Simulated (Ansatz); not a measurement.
```yaml
crystal:
  periodic: [false, false, false]
  atoms:
    - {symbol: Cu, position_ang: [-0.394057, 0.002957, 0.002475]}
    - {symbol: C, position_ang: [1.589086, -0.011924, -0.009980]}
    - {symbol: H, position_ang: [1.961597, -1.042149, -0.007307]}
    - {symbol: H, position_ang: [1.978733, 0.503249, 0.874841]}
    - {symbol: H, position_ang: [1.967493, 0.494569, -0.904635]}
basis:
  gaussian: {orbitals: def2-TZVP}
magnetization: {spin_polarized: true, initial_magnetization: 2}
hamiltonian: {xc: pbe0}
relax: {f_tol: 0.004, max_steps: 80}
```

```sh
$ ansatz run in.yaml --threads 1 --pin off --events-out ev --progress --plain --max-ram 2176MiB
```

Steps of the relaxation (energy above the last step; positions in Å, forces in eV/Å):

```
5
step 1, 27.5 meV
Cu   -0.394    0.003    0.002    0.153   -0.001   -0.001
C     1.589   -0.012   -0.010    0.610   -0.005   -0.004
H     1.962   -1.042   -0.007   -0.255   -0.056    0.002
H     1.979    0.503    0.875   -0.254    0.031    0.052
H     1.967    0.495   -0.905   -0.255    0.031   -0.049
```

```
5
step 2, 4.4 meV
Cu   -0.364    0.003    0.002   -0.011    0.000    0.000
C     1.613   -0.012   -0.010    0.344   -0.003   -0.002
H     1.943   -1.057   -0.007   -0.110    0.063    0.000
H     1.961    0.511    0.888   -0.111   -0.031   -0.053
H     1.949    0.502   -0.917   -0.111   -0.030    0.055
```

```
5
step 3, 0.4 meV
Cu   -0.350    0.003    0.002   -0.068    0.001    0.000
C     1.628   -0.012   -0.010    0.105   -0.001   -0.001
H     1.934   -1.061   -0.007   -0.012    0.028    0.000
H     1.951    0.513    0.892   -0.012   -0.014   -0.024
H     1.940    0.504   -0.921   -0.012   -0.014    0.024
```

```
5
step 5, 0.0 meV
Cu   -0.354    0.003    0.002   -0.008    0.000    0.000
C     1.633   -0.012   -0.010   -0.002    0.000    0.000
H     1.934   -1.061   -0.007    0.003   -0.005    0.000
H     1.951    0.513    0.892    0.003    0.003    0.004
H     1.940    0.504   -0.921    0.003    0.002   -0.004
```

```
5
step 6, 0.0 meV
Cu   -0.355    0.003    0.002    0.000    0.000    0.000
C     1.633   -0.012   -0.010    0.000    0.000    0.000
H     1.934   -1.062   -0.007    0.000    0.000    0.000
H     1.951    0.513    0.892    0.000    0.000    0.000
H     1.940    0.504   -0.921    0.000    0.000    0.000
```

Close pairs at the end: C2–H3 1.092 Å, C2–H5 1.092 Å, C2–H4 1.092 Å, Cu1–C2 1.987 Å.

A stationary point of unrestricted PBE0 after 6 steps, with ⟨S²⟩ = 2.004 against 2.00 for a pure state; no frequencies were run, so it isn't proven a minimum. 44 s on 1 thread of Intel Xeon Platinum 8259CL, shared host.
